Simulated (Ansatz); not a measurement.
```yaml
crystal:
  periodic: [false, false, false]
  atoms:
    - {symbol: Ni, position_ang: [-0.509939, 0.001808, -0.001053]}
    - {symbol: O, position_ang: [1.600048, -0.005673, 0.003303]}
    - {symbol: H, position_ang: [2.150896, 0.792131, 0.002319]}
    - {symbol: H, position_ang: [2.145216, -0.807363, 0.006549]}
basis:
  gaussian: {orbitals: def2-TZVP}
magnetization: {spin_polarized: true, initial_magnetization: 2}
hamiltonian: {xc: pbe0}
relax: {f_tol: 0.004, max_steps: 80}
```

```sh
$ ansatz run in.yaml --threads 1 --pin off --events-out ev --progress --plain --max-ram 2176MiB
```

Steps of the relaxation (energy above the last step; positions in Å, forces in eV/Å):

```
4
step 1, 9.9 meV
Ni   -0.510    0.002   -0.001   -0.091    0.000    0.000
O     1.600   -0.006    0.003    0.197   -0.001    0.000
H     2.151    0.792    0.002   -0.055   -0.459    0.001
H     2.145   -0.807    0.007   -0.052    0.459   -0.001
```

```
4
step 2, 2.9 meV
Ni   -0.517    0.002   -0.001   -0.078    0.000    0.000
O     1.599   -0.006    0.003   -0.019    0.000    0.000
H     2.155    0.782    0.002    0.048   -0.142    0.000
H     2.149   -0.797    0.007    0.049    0.141    0.000
```

```
4
step 3, 0.2 meV
Ni   -0.536    0.002   -0.001   -0.029    0.000    0.000
O     1.600   -0.006    0.003   -0.050    0.000    0.000
H     2.164    0.773    0.002    0.039    0.023    0.000
H     2.158   -0.788    0.007    0.039   -0.023    0.000
```

```
4
step 5, 0.0 meV
Ni   -0.545    0.002   -0.001    0.000    0.000    0.000
O     1.601   -0.006    0.003   -0.001    0.000    0.000
H     2.168    0.772    0.002    0.000    0.001    0.000
H     2.162   -0.787    0.007    0.000   -0.001    0.000
```

Close pairs at the end: O2–H4 0.962 Å, O2–H3 0.962 Å, Ni1–O2 2.146 Å.

A stationary point of unrestricted PBE0 after 5 steps, with ⟨S²⟩ = 2.001 against 2.00 for a pure state; no frequencies were run, so it isn't proven a minimum. 48 s on 1 thread of Intel Xeon Platinum 8488C, shared host.
